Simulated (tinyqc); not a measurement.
Worked calculation: coupled-perturbed Hartree-Fock on RHF in the sto-6g basis, for H2O, spin multiplicity 1. One step of it, computed by the program tinyqc.

Task: Coupled step 1. U_ai = -(mu_ai + sum_bj [4 (ai|bj) - (ab|ij) - (aj|bi)] U_bj) / (e_a - e_i); alpha = -4 sum U_ai mu_ai.

uncoupled U:
```
,i1,i2,i3,i4,i5
a6,0.000000,0.000000,-0.887884,0.000000,0.000000
a7,-0.002521,0.056816,0.000000,0.702173,0.000000
```

dipole integrals <a|y|i> (bohr):
```
,i1,i2,i3,i4,i5
a6,0.000000,0.000000,0.942816,0.000000,0.000000
a7,0.053287,-0.105269,0.000000,-0.745846,0.000000
```

orbital energies (hartree): MO1 -20.510757, MO2 -1.223996, MO3 -0.574517, MO4 -0.433378, MO5 -0.388837, MO6 0.487351, MO7 0.628817

Two-electron integrals over orbitals (pq|rs), unique and non-zero (hartree):
```
p,q,r,s,(pq|rs)
1,1,1,1,4.762909
2,1,1,1,-0.436202
2,1,2,1,0.064462
2,2,1,1,1.030022
2,2,2,1,-0.015853
2,2,2,2,0.725152
3,1,3,1,0.010728
3,2,3,1,0.016752
3,2,3,2,0.134509
3,3,1,1,0.768825
3,3,2,1,-0.004281
3,3,2,2,0.621589
3,3,3,3,0.603051
4,1,1,1,0.171158
4,1,2,1,-0.023275
4,1,2,2,0.013211
4,1,3,3,0.005254
4,1,4,1,0.026587
4,2,1,1,-0.145054
4,2,2,1,0.008708
4,2,2,2,-0.017689
4,2,3,3,0.004429
4,2,4,1,0.019179
4,2,4,2,0.130095
4,3,3,1,-0.002529
4,3,3,2,0.026862
4,3,4,3,0.052266
4,4,1,1,0.967782
4,4,2,1,-0.011775
4,4,2,2,0.672767
4,4,3,3,0.576200
4,4,4,1,-0.010044
4,4,4,2,-0.099794
4,4,4,4,0.735264
5,1,5,1,0.026673
5,2,5,1,0.032953
5,2,5,2,0.149477
5,3,5,3,0.026837
5,4,5,1,-0.011951
5,4,5,2,-0.043512
5,4,5,4,0.050192
5,5,1,1,1.117094
5,5,2,1,-0.011489
5,5,2,2,0.754507
5,5,3,3,0.607653
5,5,4,1,0.004225
5,5,4,2,-0.075584
5,5,4,4,0.707992
5,5,5,5,0.880663
6,1,1,1,0.223333
6,1,2,1,-0.035055
6,1,2,2,0.003034
6,1,3,3,-0.000335
6,1,4,1,-0.000965
6,1,4,2,-0.020655
6,1,4,4,0.016390
6,1,5,5,0.005428
6,1,6,1,0.029301
6,2,1,1,-0.289554
6,2,2,1,0.007326
6,2,2,2,-0.135972
6,2,3,3,-0.067096
6,2,4,1,-0.018586
6,2,4,2,-0.028835
6,2,4,4,-0.075262
6,2,5,5,-0.148416
6,2,6,1,0.007778
6,2,6,2,0.096535
6,3,3,1,-0.002558
6,3,3,2,0.041981
6,3,4,3,0.036531
6,3,6,3,0.078175
6,4,1,1,-0.247309
6,4,2,1,0.002397
6,4,2,2,-0.117044
6,4,3,3,-0.045287
6,4,4,1,-0.002013
6,4,4,2,0.038137
6,4,4,4,-0.128477
6,4,5,5,-0.136776
6,4,6,1,-0.000272
6,4,6,2,0.062936
6,4,6,4,0.085016
6,5,5,1,-0.014140
6,5,5,2,-0.054463
6,5,5,4,-0.003482
6,5,6,5,0.035277
6,6,1,1,0.781187
6,6,2,1,-0.007537
6,6,2,2,0.593841
6,6,3,3,0.553114
6,6,4,1,0.018881
6,6,4,2,0.052669
6,6,4,4,0.542693
6,6,5,5,0.575769
6,6,6,1,-0.008065
6,6,6,2,-0.091077
6,6,6,4,-0.048108
6,6,6,6,0.582658
7,1,3,1,0.015028
7,1,3,2,0.022215
7,1,4,3,-0.003674
7,1,6,3,-0.003207
7,1,7,1,0.021084
7,2,3,1,0.014603
7,2,3,2,0.052051
7,2,4,3,-0.029830
7,2,6,3,-0.030977
7,2,7,1,0.019529
7,2,7,2,0.066948
7,3,1,1,0.370521
7,3,2,1,-0.006815
7,3,2,2,0.160589
7,3,3,3,0.089630
7,3,4,1,-0.000476
7,3,4,2,-0.074416
7,3,4,4,0.152359
7,3,5,5,0.199960
7,3,6,1,0.005651
7,3,6,2,-0.072576
7,3,6,4,-0.091712
7,3,6,6,0.041370
7,3,7,3,0.156093
7,4,3,1,-0.008323
7,4,3,2,-0.072209
7,4,4,3,-0.008010
7,4,6,3,-0.052694
7,4,7,1,-0.011499
7,4,7,2,-0.017550
7,4,7,4,0.068280
7,5,5,3,0.023946
7,5,7,5,0.025247
7,6,3,1,-0.008325
7,6,3,2,-0.092064
7,6,4,3,-0.058579
7,6,6,3,-0.070815
7,6,7,1,-0.011159
7,6,7,2,0.003665
7,6,7,4,0.059601
7,6,7,6,0.117407
7,7,1,1,0.855731
7,7,2,1,-0.008899
7,7,2,2,0.615355
7,7,3,3,0.590361
7,7,4,1,0.003490
7,7,4,2,-0.019171
7,7,4,4,0.591382
7,7,5,5,0.616808
7,7,6,1,0.004224
7,7,6,2,-0.065414
7,7,6,4,-0.048560
7,7,6,6,0.553563
7,7,7,3,0.099015
7,7,7,7,0.605775
```

Give: U after step 1; polarisability.

Result:

U after step 1:
```
,i1,i2,i3,i4,i5
a6,0.000,0.000,-1.116,0.000,0.000
a7,-0.002,0.102,0.000,0.909,0.000
```

polarisability = 6.965 bohr^3
